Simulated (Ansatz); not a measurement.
Steps of a relaxation of `C1=CCC=CC1` with RKS PBE-D4/def2-SVP.

```sh
$ ansatz run in.yaml --threads 4 --pin off --events-out ev --progress --plain --max-ram 10444MiB
```

```yaml
crystal:
  periodic: [false, false, false]
  atoms:
    - {symbol: C, position_ang: [-0.850100, -1.000480, 0.510410]}
    - {symbol: C, position_ang: [0.446780, -1.118510, 0.730460]}
    - {symbol: C, position_ang: [1.462480, -0.123570, 0.263940]}
    - {symbol: C, position_ang: [0.853020, 0.984550, -0.535860]}
    - {symbol: C, position_ang: [-0.443860, 1.102560, -0.755930]}
    - {symbol: C, position_ang: [-1.465920, 0.142610, -0.233410]}
    - {symbol: H, position_ang: [-1.540240, -1.750630, 0.872990]}
    - {symbol: H, position_ang: [0.837330, -1.967140, 1.276350]}
    - {symbol: H, position_ang: [1.988330, 0.297140, 1.130870]}
    - {symbol: H, position_ang: [2.225830, -0.633100, -0.337190]}
    - {symbol: H, position_ang: [1.547810, 1.709430, -0.938940]}
    - {symbol: H, position_ang: [-0.829850, 1.925810, -1.342500]}
    - {symbol: H, position_ang: [-2.164880, 0.674360, 0.425190]}
    - {symbol: H, position_ang: [-2.066710, -0.243020, -1.066380]}
basis:
  gaussian: {orbitals: def2-SVP}
hamiltonian: {xc: pbe, dispersion: d4}
relax: {f_tol: 0.03, max_steps: 200}
```

Positions (Å) and forces (eV/Å) along the path, 5 of 5 steps:

```xyz
14
step=1 energy=-6338.6166 eV
C    -0.850   -1.000    0.510   -1.044    0.370   -0.324
C     0.447   -1.119    0.730    1.141    0.170    0.049
C     1.462   -0.124    0.264   -0.628    0.032   -0.146
C     0.853    0.985   -0.536    1.041   -0.348    0.355
C    -0.444    1.103   -0.756   -1.145   -0.148   -0.018
C    -1.466    0.143   -0.233    0.639   -0.080    0.072
H    -1.540   -1.751    0.873   -0.406   -0.592    0.303
H     0.837   -1.967    1.276    0.173   -0.641    0.400
H     1.988    0.297    1.131    0.420    0.168    0.417
H     2.226   -0.633   -0.337    0.521   -0.234   -0.224
H     1.548    1.709   -0.939    0.407    0.573   -0.329
H    -0.830    1.926   -1.343   -0.169    0.623   -0.426
H    -2.165    0.674    0.425   -0.497    0.253    0.262
H    -2.067   -0.243   -1.066   -0.453   -0.148   -0.392
14
step=2 energy=-6338.7232 eV
C    -0.862   -1.008    0.517   -0.246    0.126   -0.109
C     0.454   -1.127    0.740    0.286    0.078   -0.019
C     1.470   -0.126    0.263   -0.264    0.022   -0.047
C     0.864    0.994   -0.538    0.246   -0.126    0.107
C    -0.452    1.114   -0.762   -0.286   -0.078    0.017
C    -1.473    0.142   -0.237    0.265   -0.026    0.042
H    -1.556   -1.772    0.889   -0.076   -0.162    0.095
H     0.843   -1.990    1.296    0.011   -0.170    0.109
H     2.020    0.292    1.133    0.148    0.050    0.130
H     2.250   -0.638   -0.338    0.173   -0.078   -0.073
H     1.563    1.735   -0.948    0.076    0.163   -0.093
H    -0.836    1.953   -1.355   -0.011    0.170   -0.107
H    -2.196    0.675    0.416   -0.171    0.079    0.076
H    -2.090   -0.244   -1.075   -0.151   -0.049   -0.128
14
step=3 energy=-6338.7329 eV
C    -0.865   -1.009    0.517   -0.038    0.033   -0.011
C     0.457   -1.129    0.742    0.045    0.025    0.002
C     1.474   -0.128    0.260   -0.030    0.000   -0.009
C     0.867    0.996   -0.538    0.036   -0.023    0.027
C    -0.455    1.116   -0.763   -0.046   -0.016    0.013
C    -1.476    0.140   -0.241    0.031   -0.005    0.002
H    -1.557   -1.778    0.902    0.019   -0.008    0.004
H     0.839   -1.995    1.309   -0.020   -0.004   -0.002
H     2.039    0.287    1.130    0.005   -0.004   -0.003
H     2.260   -0.643   -0.342    0.005   -0.003   -0.005
H     1.562    1.749   -0.947   -0.018    0.007   -0.007
H    -0.834    1.967   -1.354    0.020    0.003   -0.001
H    -2.213    0.673    0.408   -0.005   -0.003   -0.004
H    -2.099   -0.247   -1.083   -0.004   -0.002   -0.006
14
step=4 energy=-6338.7336 eV
C    -0.866   -1.004    0.522    0.025   -0.017    0.014
C     0.457   -1.124    0.747   -0.031   -0.012    0.004
C     1.474   -0.131    0.256    0.033   -0.003    0.006
C     0.867    0.998   -0.532   -0.025    0.018   -0.013
C    -0.456    1.118   -0.756    0.031    0.012   -0.004
C    -1.475    0.137   -0.245   -0.033    0.003   -0.006
H    -1.555   -1.772    0.913    0.002    0.002    0.001
H     0.834   -1.989    1.319   -0.002    0.002   -0.001
H     2.055    0.277    1.119    0.003   -0.002   -0.003
H     2.249   -0.650   -0.358   -0.001    0.000    0.001
H     1.557    1.757   -0.938   -0.002   -0.001    0.002
H    -0.831    1.974   -1.343    0.002   -0.001    0.002
H    -2.226    0.666    0.391   -0.002   -0.002   -0.004
H    -2.085   -0.257   -1.094    0.000    0.001    0.001
14
step=5 energy=-6338.7337 eV
C    -0.866   -1.003    0.525   -0.002   -0.001    0.001
C     0.456   -1.123    0.749    0.002   -0.001    0.001
C     1.476   -0.133    0.253   -0.011    0.001   -0.002
C     0.867    1.000   -0.529    0.002    0.001    0.000
C    -0.456    1.120   -0.754   -0.002    0.002   -0.001
C    -1.476    0.136   -0.248    0.011   -0.001    0.002
H    -1.555   -1.768    0.920    0.001    0.001    0.000
H     0.832   -1.985    1.325   -0.001    0.001    0.000
H     2.064    0.272    1.113    0.001    0.001    0.003
H     2.245   -0.654   -0.366    0.001   -0.002   -0.004
H     1.556    1.761   -0.932   -0.001    0.000    0.001
H    -0.831    1.978   -1.337    0.001    0.000    0.001
H    -2.233    0.662    0.383   -0.002    0.002    0.002
H    -2.079   -0.261   -1.101    0.000   -0.002   -0.004
```

It took 8.5 s on 4 threads of an Arm Neoverse V1 on a shared host, with 0.17 GiB of host memory at the peak.
